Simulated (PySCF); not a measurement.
Species: C5H9N.
SMILES with atom numbers: `[NH2:1][C@@H:2]1[CH2:3][C:4]12[CH2:5][CH2:6]2` (hydrogens: H7, H8 on N1; H9 on C2; H10, H11 on C3; H12, H13 on C5; H14, H15 on C6)

Structure optimised with GFN2-xTB, isolated species.

Question: List the bond lengths, angles and torsions at this level.

Answer: 
| bond | length (Å) |
| --- | --- |
| N1–C2 | 1.436 |
| C2–C3 | 1.512 |
| C3–C4 | 1.485 |
| C4–C5 | 1.479 |
| C5–C6 | 1.514 |
| C2–C4 | 1.487 |
| C4–C6 | 1.479 |
| N1–H7, N1–H8 | 1.015 |
| C2–H9 | 1.085 |
| C3–H10 | 1.081 |
| C3–H11 | 1.080 |
| C5–H12 | 1.081 |
| C5–H13 | 1.082 |
| C6–H14 | 1.081 |
| C6–H15 | 1.081 |

Bonds in one row agree within 0.01 Å and their mean is given. A selection of angles:
| angle | degrees |
| --- | --- |
| C2–N1–H7 | 110.1 |
| H7–N1–H8 | 108.0 |
| N1–C2–C3 | 119.4 |
| N1–C2–C4 | 122.6 |
| N1–C2–H9 | 111.2 |
| C3–C2–C4 | 59.4 |
| C3–C2–H9 | 117.4 |
| C4–C2–H9 | 117.9 |
| C2–C3–C4 | 59.5 |
| C2–C3–H10 | 117.7 |
| C2–C3–H11 | 118.5 |
| C4–C3–H10 | 118.3 |
| C4–C3–H11 | 119.0 |
| H10–C3–H11 | 113.6 |
| C3–C4–C5 | 136.3 |
| C3–C4–C6 | 137.6 |
| C5–C4–C6 | 61.5 |
| C2–C4–C3 | 61.1 |
| C2–C4–C5 | 137.5 |
| C2–C4–C6 | 139.4 |
| C4–C5–C6 | 59.2 |
| C4–C5–H12 | 118.8 |
| C4–C5–H13 | 118.8 |
| C6–C5–H12 | 118.1 |
| C6–C5–H13 | 118.1 |
| H12–C5–H13 | 113.5 |
| C5–C6–H14 | 118.1 |
| C5–C6–H15 | 118.2 |
| C4–C6–C5 | 59.2 |
| C4–C6–H14 | 118.6 |
| C4–C6–H15 | 118.8 |
| H14–C6–H15 | 113.7 |

Dihedral angles: N1–C2–C3–C4 -113° (anticlinal); C2–C3–C4–C5 130° (anticlinal); C3–C4–C5–C6 130° (anticlinal); N1–C2–C4–C3 107° (anticlinal); C3–C4–C6–C5 -129° (anticlinal).

The 3-membered ring C2–C3–C4 has internal angles of 59.4° to 61.1°. The 3-membered ring C4–C5–C6 has internal angles of 59.2° to 61.5°. N1 (primary amine nitrogen) is pyramidal (angles 110.4°, 110.1° and 108.0°, sum 328.5°, 0.37 Å off the plane of its three neighbours). The C–C distances run from 1.479 Å (C4–C6, drawn single) to 1.514 Å (C5–C6, drawn single), a spread of 0.035 Å. Of the pairs four or more bonds apart, H7···H10 is among the closest relative to their van der Waals radii: 2.48 Å, 103 % of the sum of Bondi's values.

Point group: C1 (no symmetry element, even within 0.4 Å). Stationary, but not proved a minimum. One conformer, not necessarily the lowest (H–N1–C2–C3 37° and 156°).

These are computed values.
